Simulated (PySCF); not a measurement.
HN, SMILES [NH], multiplicity 3. The structure is a stationary point at PBE0-D3(BJ)/def2-TZVPD.

Problem. Give the equilibrium geometry at PBE0-D3(BJ)/def2-TZVPD (PySCF confirms it by a frequency run) as bond lengths and angles, and its point group. (The exact figures need the calculation; the answer reports its results.)

Solution. point group C∞v.
Atoms: N1 H2. Bonded distances (Å): N1–H2 1.039.
Charge 0, spin multiplicity 3.
